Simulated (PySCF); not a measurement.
**CH3ClO, a complex of two parts: interaction energy**

One table from this session's results is given with a row withheld; the runs are named, their logs left out.

Programs: PySCF 2.14.0. All values are calculated, for the isolated system unless a continuum is named. Atoms count from 0, parts from 1.

### Starting point

6 atoms, charge 0, multiplicity 1; geometry: GFN2-xTB. Parts: 1 = atoms 0–3, `C=O`, charge 0; 2 = atoms 4–5, `Cl`, charge 0.

Set-up of the first run:

What the job is given:

```
{"job": {"xc": "PBE0", "basis": "def2-TZVPD", "d3": "d3bj", "grid": 3, "kind": "geom", "shake": 0.01}, "charge": 0, "multiplicity": 1, "parts": [{"atoms": "0-3", "charge": 0, "multiplicity": 1}, {"atoms": "4-5", "charge": 0, "multiplicity": 1}]}
C     -0.098243     0.132491    -0.040020
O      0.343690     0.703588    -1.000765
H     -0.893073    -0.640280    -0.140993
H      0.208237     0.416061     0.980333
Cl    -0.788038    -0.352118    -3.693213
H     -0.221502     0.204343    -2.659135
```

Run with:

```console
$ OMP_NUM_THREADS=1 python cluster_run.py task.json out
```

One launch serves the whole session: the jobs run in the order shown.

Steps of the session up to this table: Relaxing the molecule at PBE0-D3(BJ)/def2-TZVPD; Coupled-cluster interaction energy: CCSD(T) and MP2, 1.81 Å; Coupled-cluster interaction energy: CCSD(T) and MP2, 1.90 Å; Coupled-cluster interaction energy: CCSD(T) and MP2, 1.99 Å; Coupled-cluster interaction energy: CCSD(T) and MP2, 1.72 Å; Coupled-cluster interaction energy: CCSD(T) and MP2, 2.26 Å; Coupled-cluster interaction energy: CCSD(T) and MP2, 1.63 Å; Coupled-cluster interaction energy: CCSD(T) and MP2, 2.71 Å; Coupled-cluster interaction energy: CCSD(T) and MP2, 3.62 Å.

One of the session's tables, all rows but one given; the rest of the session is left out.

It belongs to the step «Coupled-cluster interaction energy: CCSD(T) and MP2, 3.62 Å». 

```
                 method  interaction energy (kcal/mol)
         HF/aug-cc-pVDZ                          -1.14
        MP2/aug-cc-pVDZ                          -1.14
       CCSD/aug-cc-pVDZ                          -1.09
    CCSD(T)/aug-cc-pVDZ                          -1.10
         HF/aug-cc-pVQZ                          -1.10
        MP2/aug-cc-pVQZ                              ?
    SCS-MP2/aug-cc-pVQZ                          -1.09
      MP2, extrapolated                          -1.16
CCSD(T), limit estimate                          -1.12
```

Q: Estimate the row for MP2/aug-cc-pVQZ from the others.

**Answer.** interaction energy (kcal/mol): -1.15. In the column «interaction energy (kcal/mol)» it lies between MP2, extrapolated (-1.16) and HF/aug-cc-pVDZ (-1.14).
